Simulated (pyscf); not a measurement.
PySCF, gas phase, ωB97X-D3(BJ)/def2-SVP geometries. Correlated levels are frozen-core, on RHF or UHF. ΔMP2 is the change of the MP2 total energy from the triple- to the quadruple-zeta basis.

**Question.** What is the homolytic dissociation enthalpy (298 K, CCSD(T)/def2-TZVPP + ΔMP2(QZVPP)) of the H–N bond of H₂N–Si:–Cl [singlet], to [HN=Si–Cl]• + H•?

**Answer.** H–N to [HN=Si–Cl]• + H•: 4.53 eV. The radicals are drawn with the spin at the cut bond; how far it spreads was not checked. Other isomers of H₂N–Si:–Cl [singlet], [HN=Si–Cl]• were not searched in full and may lie lower. The CCSD(T) − MP2 part came from Ansatz, without density fitting, on the same reference. An open-shell T1 diagnostic exceeds 0.045.
